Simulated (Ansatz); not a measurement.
Other spins and charges of H3Ge–AsH2, triplet at one geometry

Geometry (PBE0/def2-TZVP stationary point for this spin, not checked as a minimum):

```yaml
atoms:
  - { symbol: Ge, position_ang: [0.0000, 0.0025, 1.2082] }
  - { symbol: As, position_ang: [0.0000, -0.0021, -1.2058] }
  - { symbol: H, position_ang: [0.0000, 1.4467, 1.7272] }
  - { symbol: H, position_ang: [-1.2505, -0.7364, 1.7116] }
  - { symbol: H, position_ang: [1.2505, -0.7364, 1.7116] }
  - { symbol: H, position_ang: [0.0000, 1.6712, -1.3440] }
  - { symbol: H, position_ang: [0.0000, -1.6715, -1.2506] }
```

Basis cc-pVDZ; Ansatz 0.2.0. Correlated methods freeze the noble-gas cores and the filled d shells of p-block atoms. Prefix R: restricted or restricted open-shell reference; prefix U: unrestricted. No spin–orbit coupling is included, and no scalar relativity.

Gaps are energies of the second state less the first, at fixed atoms, for a selection of the levels run; each method lands on the state that its own search finds for that charge and spin.

Unrestricted rows (U, and Kohn–Sham where it breaks symmetry) aren't spin-pure: their determinants' ⟨S²⟩ exceeds S(S+1) by up to 0.16, so they mix in states of higher spin. For open shells CISD is restricted-active-space CI with the open shells as a complete middle space. A value is left out where its run failed or describes another state than the reference as far as symmetry and spin tell, or, spin-broken singlets apart, can't be checked.

Question: PBE gives 7.812 eV for removing an electron, to the doublet. Estimate what UCCSDT(Q) gives in cc-pVDZ.

Answer: UCCSDT(Q) in cc-pVDZ gives 7.638 eV, so against it PBE is off by 0.174 eV, of which a good part can be the reference's own basis and frozen-core error.

```csv
level,gap (eV),error (meV),⟨S²⟩ where 0.1 over S(S+1) (first / second)
UHF,7.639,1,– / 0.91
UMP2,7.767,129,– / 0.91
CISD,7.677,39,– / –
UCCSD,7.657,19,– / 0.91
UCCSD(T),7.645,7,– / 0.91
BCCD(T),7.643,5,– / –
UCCSDT,7.640,2,– / 0.91
r2SCAN,8.028,390,– / –
PBE0,7.954,316,– / –
B3LYP,7.988,350,– / –
wB97M-V,7.797,159,– / –
B2PLYP,7.858,220,– / –
RPA-PBE,7.794,156,– / –
```

Removing an electron, to the quartet: 9.919 eV at UCCSDT(Q).

| level | gap (eV) | error (meV) |
| --- | --- | --- |
| UHF | 9.294 | -625 |
| CISD | 9.778 | -141 |
| UCCSD | 9.900 | -19 |
| UCCSDT | 9.917 | -2 |
| r2SCAN | 10.146 | 227 |
| PBE0 | 10.160 | 241 |
| B3LYP | 10.191 | 272 |
| wB97M-V | 10.138 | 219 |
| B2PLYP | 10.077 | 158 |
| RPA-PBE | 10.053 | 134 |

Question: PBE gives 5.626 eV for quintet less triplet. Estimate what UCCSDT(Q) gives in cc-pVDZ.

Answer: UCCSDT(Q) in cc-pVDZ gives 5.852 eV, so against it PBE is off by -0.226 eV, of which a good part can be the reference's own basis and frozen-core error.

```csv
level,gap (eV),error (meV)
UHF,5.660,-192
UMP2,5.888,36
CISD,5.796,-56
UCCSD,5.856,4
UCCSD(T),5.856,4
BCCD(T),5.866,14
UCCSDT,5.851,-1
r2SCAN,5.701,-151
PBE0,5.741,-111
B3LYP,5.792,-60
wB97M-V,5.817,-35
B2PLYP,5.877,25
RPA-PBE,5.870,18
```

In so small a basis the reference is far from its limit while semilocal and hybrid functionals are nearer theirs (RPA and double hybrids share much of the reference's basis error), so the functionals' errors here hold much of the reference's basis and frozen-core error, which can add to them or hide them.

Full CI isn't at hand for all of this; UCCSDT(Q) serves as the reference, and is uncertain by about the last step of the cluster series. The frozen core follows each run's orbitals, which can shift R against U totals by a few meV for light atoms and by up to 0.1 eV past Ca.
